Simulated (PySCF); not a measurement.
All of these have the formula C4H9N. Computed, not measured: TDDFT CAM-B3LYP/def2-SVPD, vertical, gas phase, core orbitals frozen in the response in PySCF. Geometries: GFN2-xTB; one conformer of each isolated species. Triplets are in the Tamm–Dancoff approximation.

**Question.** Rank by computed LUMO energy, lowest first.
A. `C=CN(C)C`
B. `[H]/N=C\CCC`
C. `CC1CNC1`
D. `CNC1CC1`

**Answer.** B (1.06 eV), A (1.31 eV), C (1.44 eV), D (1.57 eV).

```tsv
SMILES	LUMO (eV)	gap (eV)	α (au)	S1 (eV)	f (S1)	S1 mainly
[H]/N=C\CCC	1.06	9.81	56.8	5.24	0.002	H→L (80%)
C=CN(C)C	1.31	8.25	61.4	5.45	0.059	H→L (92%)
CC1CNC1	1.44	9.20	54.6	5.98	0.000	H→L (64%)
CNC1CC1	1.57	9.49	56.1	6.25	0.005	H→L (80%)
```

H and L stand for HOMO and LUMO.

- `[H]/N=C\CCC`: Löwdin shares by element: HOMO nitrogen 59%, carbon 24% or more, hydrogen 8% or more; LUMO carbon 42% or more, nitrogen 27% (atoms not listed hold the other 31%).
- `C=CN(C)C`: Löwdin shares by element: HOMO carbon 47% or more, nitrogen 34% (atoms not listed hold the other 19%); LUMO carbon 47% or more, hydrogen 8% or more (atoms not listed hold the other 45%).
- `CC1CNC1`: Löwdin shares by element: HOMO nitrogen 58%, carbon 20% or more, hydrogen 5% or more (atoms not listed hold the other 17%); LUMO carbon 36% or more, hydrogen 10% or more (atoms not listed hold the other 55%).
- `CNC1CC1`: Löwdin shares by element: HOMO nitrogen 56%, carbon 24% or more (atoms not listed hold the other 20%); LUMO carbon 36% or more, hydrogen 19% or more (atoms not listed hold the other 44%).
